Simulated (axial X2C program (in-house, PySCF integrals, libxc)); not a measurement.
**Low determinants of BCl⁻ at the PBE0 level, two-component**

Calculated with an in-house all-electron X2C program for linear molecules (integrals from PySCF). Two-component (2c) means X2C with spin–orbit coupling and atomic mean-field two-electron Coulomb and Gaunt terms. Basis: Cl dyall-av3z [9s8p3d2f], B dyall-av3z [8s7p3d2f] (cores contracted in-house); Gaussian nuclei, density fitting, unrestricted open shells. Masses: Cl 34.969 u, B 11.009 u.

Search at 1.840 Å (vertical energies from the lowest determinant):

```tsv
ΔE (eV)	state	electrons beyond evenly filled partner blocks	electrons in ±ω = 1/2, 3/2, 5/2, 7/2
0.00	Ω = 1/2	ω = 1/2	19 4 0 0
0.01	Ω = 3/2	ω = 3/2	18 5 0 0
2.92	Ω = 1/2	ω = 1/2	17 6 0 0
2.99	Ω = 5/2	2 × ω = 1/2, ω = 3/2	18 5 0 0
3.15	Ω = 1/2	2 × ω = -1/2, ω = 3/2	18 5 0 0
4.09	Ω = 3/2	3 × ω = 1/2	19 4 0 0
4.21	Ω = 5/2	ω = 5/2	18 4 1 0
```

Lowest determinant, Ω = 1/2 (⟨Sz⟩ = -0.50, ⟨Lz⟩ = 1.00 at PBE0): Re = 1.860 Å, ωe = 533.5 cm⁻¹.

The determinant in row 2 of the search, Ω = 3/2 (⟨Sz⟩ = 0.50, ⟨Lz⟩ = 1.00 at PBE0), was followed along the bond at PBE0; measured from the minimum of the lowest determinant it gives:

Te = 0.007 eV (58 cm⁻¹), Re = 1.860 Å, ωe = 532.1 cm⁻¹.

(1) Compare the bond of the determinant in row 2 with that of the lowest one.

The search compares states at one distance, so a state with another bond length can lie lower; it is not exhaustive and yields mostly the lowest determinant of each block pattern, so other components and higher states of one pattern are missing. These are energies of single determinants, not of spin-adapted states; PBE0 term energies can be off by some tenths of an eV, and the functional has no current term. For an anion, determinants above electron detachment are held by the basis set. Row 1 has a positive highest level at its minimum. Row 2 has a positive highest level at its minimum.

## Answers

(1) At PBE0 its Re is the same within 0.001 Å and its force constant, which goes as ωe², is 0.99 times that of the lowest determinant. T0 ≈ Te + Δωe/2 = 58 + (-1) = 57 cm⁻¹.
